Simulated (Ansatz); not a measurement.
Ansatz (a quantum-chemistry and plane-wave program) input file for CH3S, SMILES C[S] (connectivity only; charge and spin as stated), charge -1, multiplicity 1, PBE0-D3(BJ)/def2-TZVPD. 

Ansatz 0.2 input:
```yaml
crystal:
  periodic: [false, false, false]
  atoms:
    - {symbol: C, position_ang: [-0.00000000, -0.00000000, -1.10904621]}
    - {symbol: S, position_ang: [0.00000000, 0.00000000, 0.69588969]}
    - {symbol: H, position_ang: [0.88946699, 0.51353400, -1.49331927]}
    - {symbol: H, position_ang: [0.00000000, -1.02706801, -1.49331926]}
    - {symbol: H, position_ang: [-0.88946699, 0.51353401, -1.49331926]}
basis:
  gaussian:
    orbitals: def2-TZVPD
hamiltonian:
  xc: pbe0
  dispersion: d3bj
total_charge: -1
relax: {f_tol: 0.002, max_steps: 200}
```

Log of the run:

```
WARN ansatz: RAYON_NUM_THREADS=1 ignored (pool sized by the plan → 1); use --threads N
Functional definition: PBE0
integrals: 0.03 GiB planned
642 factors; their error is unknown
mean field: 0.29 GiB planned
mean field evaluation 1: about -11916.8587 eV, gradient 1.5e1 eV
mean field evaluation 2: about -11916.9668 eV, gradient 1.4e1 eV
mean field evaluation 4: about -11917.4170 eV, gradient 5.9e-1 eV
mean field evaluation 8: about -11917.4373 eV, gradient 2.6e-1 eV
mean field evaluation 16: about -11917.4374 eV, gradient 8.9e-6 eV
mean field -11917.43741376 eV, -437.9577470266 hartree, gradient 8.9e-6 eV, S^2 0.000000; 0 other end points of the search recorded, 0 dependent functions left out
the calculation of the forces begins
reference -11917.43744892 eV, -437.9577483186 hartree; 13, 13 occupied and 97, 97 virtual orbitals, 642 factors
relax step   1: F+E_penalty+E_count = -11917.49107000 eV  Δ(F+E_penalty+E_count) = +0.000e0 eV  max|allowed force component| = 4.685e-1 eV/Å  Δτ_max = 0.0000 Å  (27 SCF iters, accepted)
these checks for a lower state are left out or cut short: starts, cluster_reference, orbital_swaps, neighbouring_geometries, increment
integrals: 0.03 GiB planned
642 factors; their error is unknown
mean field: 0.29 GiB planned
mean field -11917.44733856 eV, -437.9581117561 hartree, gradient 1.5e-5 eV, S^2 0.000000; 0 other end points of the search recorded, 0 dependent functions left out
the calculation of the forces begins
reference -11917.44737362 eV, -437.9581130446 hartree; 13, 13 occupied and 97, 97 virtual orbitals, 642 factors
relax step   2: F+E_penalty+E_count = -11917.50090528 eV  Δ(F+E_penalty+E_count) = -9.835e-3 eV  max|allowed force component| = 1.162e-1 eV/Å  Δτ_max = 0.0212 Å  (32 SCF iters, accepted)
these checks for a lower state are left out or cut short: starts, cluster_reference, orbital_swaps, neighbouring_geometries, increment
integrals: 0.03 GiB planned
642 factors; their error is unknown
mean field: 0.29 GiB planned
mean field evaluation 32: about -11917.4478 eV, gradient 1.5e-5 eV
mean field -11917.44779267 eV, -437.9581284444 hartree, gradient 1.5e-5 eV, S^2 0.000000; 0 other end points of the search recorded, 0 dependent functions left out
the calculation of the forces begins
reference -11917.44782772 eV, -437.9581297325 hartree; 13, 13 occupied and 97, 97 virtual orbitals, 642 factors
relax step   3: F+E_penalty+E_count = -11917.50133453 eV  Δ(F+E_penalty+E_count) = -4.292e-4 eV  max|allowed force component| = 1.854e-2 eV/Å  Δτ_max = 0.0054 Å  (33 SCF iters, accepted)
these checks for a lower state are left out or cut short: starts, cluster_reference, orbital_swaps, neighbouring_geometries, increment
integrals: 0.03 GiB planned
642 factors; their error is unknown
mean field: 0.29 GiB planned
mean field -11917.44780443 eV, -437.9581288767 hartree, gradient 1.5e-5 eV, S^2 0.000000; 0 other end points of the search recorded, 0 dependent functions left out
the calculation of the forces begins
reference -11917.44783949 eV, -437.9581301648 hartree; 13, 13 occupied and 97, 97 virtual orbitals, 642 factors
relax step   4: F+E_penalty+E_count = -11917.50134425 eV  Δ(F+E_penalty+E_count) = -9.720e-6 eV  max|allowed force component| = 9.810e-3 eV/Å  Δτ_max = 0.0004 Å  (34 SCF iters, accepted)
these checks for a lower state are left out or cut short: starts, cluster_reference, orbital_swaps, neighbouring_geometries, increment
integrals: 0.03 GiB planned
642 factors; their error is unknown
mean field: 0.29 GiB planned
mean field -11917.44780631 eV, -437.9581289456 hartree, gradient 1.5e-5 eV, S^2 0.000000; 0 other end points of the search recorded, 0 dependent functions left out
the calculation of the forces begins
reference -11917.44784136 eV, -437.9581302338 hartree; 13, 13 occupied and 97, 97 virtual orbitals, 642 factors
relax step   5: F+E_penalty+E_count = -11917.50134585 eV  Δ(F+E_penalty+E_count) = -1.597e-6 eV  max|allowed force component| = 3.085e-4 eV/Å  Δτ_max = 0.0003 Å  (34 SCF iters, accepted)
integrals: 0.03 GiB planned
642 factors; their error is unknown
mean field: 0.29 GiB planned
mean field evaluation 64: about -11917.4477 eV, gradient 2.6e-1 eV
mean field -11917.44780631 eV, -437.9581289456 hartree, gradient 1.5e-5 eV, S^2 0.000000; 1 other end points of the search recorded, 0 dependent functions left out
the calculation of the forces begins
reference -11917.44784136 eV, -437.9581302338 hartree; 13, 13 occupied and 97, 97 virtual orbitals, 642 factors
Total energy: -11917.50138090 eV, -437.9600977755 hartree
Atom 0 at     0.000000     0.000000    -1.097373 Å, force     0.000000     0.000000    -0.000308 eV/Å
Atom 1 at    -0.000000    -0.000000     0.722964 Å, force     0.000000     0.000000     0.000062 eV/Å
Atom 2 at     0.882415     0.509463    -1.506236 Å, force    -0.000171    -0.000099     0.000082 eV/Å
Atom 3 at    -0.000000    -1.018925    -1.506235 Å, force    -0.000000     0.000198     0.000082 eV/Å
Atom 4 at    -0.882415     0.509463    -1.506235 Å, force     0.000171    -0.000099     0.000082 eV/Å
Dipole moment:     0.000000     0.000000    -0.697022 e Å
```

The calculation finished and met its thresholds.
